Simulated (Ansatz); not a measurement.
This Ansatz (a program for electronic structure) input (MP2/aug-cc-pV(Q+d)Z) gives -438.15894 Eh with 353 basis functions. A basis named .json is the Basis Set Exchange file of that set (core-valence sets with the plain set on hydrogen).

Ansatz 0.2 input:
```yaml
crystal:
  periodic: [false, false, false]
  atoms:
    - {symbol: C, position_ang: [-0.04018470, 1.15654088, 0.00773656]}
    - {symbol: S, position_ang: [-0.05235919, -0.66642908, -0.00484680]}
    - {symbol: H, position_ang: [1.27920297, -0.84038919, 0.00081397]}
    - {symbol: H, position_ang: [-1.08380254, 1.46636619, 0.00449144]}
    - {symbol: H, position_ang: [0.43713012, 1.54268855, 0.90584820]}
    - {symbol: H, position_ang: [0.44632472, 1.55495443, -0.88002423]}
basis:
  gaussian:
    orbitals: aug-cc-pV_Q+d_Z.json
magnetization: {spin_polarized: false}
correlation: {method: mp2, electrons: outside_noble_gas}
```

Change:
```diff
- orbitals: aug-cc-pV_Q+d_Z.json
+ orbitals: cc-pV_5+d_Z.json
```

Question: What does the run give now?

Answer: -438.16759 Eh (MP2/cc-pV(5+d)Z, 411 functions), a change of -8.65 mEh.
